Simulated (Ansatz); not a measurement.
## GeH2⁺, doublet along the scale of all distances

Starting geometry (PBE0/def2-TZVP stationary point for this spin, not checked as a minimum):

```xyz
3

Ge    0.0000   -0.0207    0.0000
H     0.0000    0.7445   -1.3499
H     0.0000    0.7445    1.3499
```

From there all distances are scaled together; atoms are numbered as listed. Energies are in kcal/mol, counted from the starting geometry at the same level.

Basis aug-cc-pVDZ; Ansatz 0.2.0. Correlated methods freeze the noble-gas cores and the filled d shells of p-block atoms. R marks a restricted (for open shells ROHF) determinant, U an unrestricted one. No spin–orbit coupling is included, and no scalar relativity.

Unrestricted rows (U) aren't spin-pure: their determinants' ⟨S²⟩ exceeds S(S+1) by up to 0.49, so they mix in states of higher spin.

Full CI is exact within this basis and frozen core; it isn't the basis-set limit. The frozen core follows each run's orbitals, which can shift R against U totals by a few meV for light atoms and by up to 0.1 eV past Ca.

```csv
scale of all distances,UHF
0.895,10.7
1.000,0.0
1.104,9.6
1.314,45.9
1.498,67.8
```

Q: Estimate the full CI curve in aug-cc-pVDZ from this one, knowing how UHF errs.

A: The computed full CI values, in kcal/mol from the starting point, and the error of UHF against them:
```json
{"scale of all distances": "0.895", "full CI": "13.1", "UHF less full CI": "-2.4"}
{"scale of all distances": "1.000", "full CI": "0.0", "UHF less full CI": "0.0"}
{"scale of all distances": "1.104", "full CI": "6.4", "UHF less full CI": "3.2"}
{"scale of all distances": "1.314", "full CI": "37.1", "UHF less full CI": "8.9"}
{"scale of all distances": "1.498", "full CI": "62.2", "UHF less full CI": "5.7"}
```

The error spans 11.3 kcal/mol and is largest, 8.9 kcal/mol, at 1.314.
